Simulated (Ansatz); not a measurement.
Compare A (`CS(C)=O`) with its isomer B (`CC(O)S`).

Calculated with Ansatz (gas phase, PBE0-D4/def2-TZVP geometries, no zero-point term in ΔE). CBS: MP2 limit from def2 TZ/QZ plus the TZ coupled-cluster correction, frozen cores. DFT in def2-TZVPP. B3LYP here is the variant with VWN-RPA as its local correlation; programs differ in this. One conformer a species, not always the lowest.

A:

Z-matrix (Å, degrees):
```
C
S 1 1.799
H 1 1.090 2 106.7
H 1 1.091 2 109.1 3 118.7
H 1 1.091 2 110.0 3 -119.1
C 2 1.799 1 96.4 3 -176.6
O 2 1.481 1 106.7 3 -67.0
H 6 1.090 2 106.7 1 176.6
H 6 1.091 2 109.1 1 58.0
H 6 1.091 2 110.0 1 -64.3
```

B:

```xyz
10

C     0.921   -0.391   -0.063
C    -0.381    0.333   -0.333
O    -0.665    1.290    0.663
S    -1.791   -0.784   -0.477
H     1.129   -1.123   -0.843
H     1.753    0.322   -0.032
H     0.875   -0.904    0.900
H    -0.344    0.808   -1.323
H     0.123    1.827    0.792
H    -1.619   -1.378    0.716
```

Q: Which isomer does CCSD(T)/CBS put lower? Give the gap. (An estimate is asked.)

A: The calculation gave: B, by 57.1 kJ/mol.

Q: Give E(B) − E(A) in kJ/mol with PBE0-D4, B3LYP-D4, B3LYP, B2PLYP, HF/def2-TZVPP, CCSD(T)/def2-SVP, BLYP-D4. (Best estimate.)

A: Computed: PBE0-D4 -52.5, B3LYP-D4 -50.9, B3LYP -51.7, B2PLYP -53.2, HF/def2-TZVPP -78.3, CCSD(T)/def2-SVP -155.1, BLYP-D4 -40.8. None reverses the order clearly.

Q: Does the order hold for the free energy at 298.15 K (harmonic terms from PBE0-D4)? (An estimate is asked.)

A: Computed: Yes: G(B) − G(A) = -58.3 kJ/mol, for one conformer each.

Largest T1 diagnostic: 0.015.

From PBE to PBE0 (25 % exact exchange), in def2-TZVPP and without D4, E(B) − E(A) moves by −12.5 kJ/mol. In def2-TZVPP, CCSD(T) changes the Hartree–Fock value by +8.6 kJ/mol (the triples alone add +5.1 kJ/mol) and MP2 by +17.8 kJ/mol.
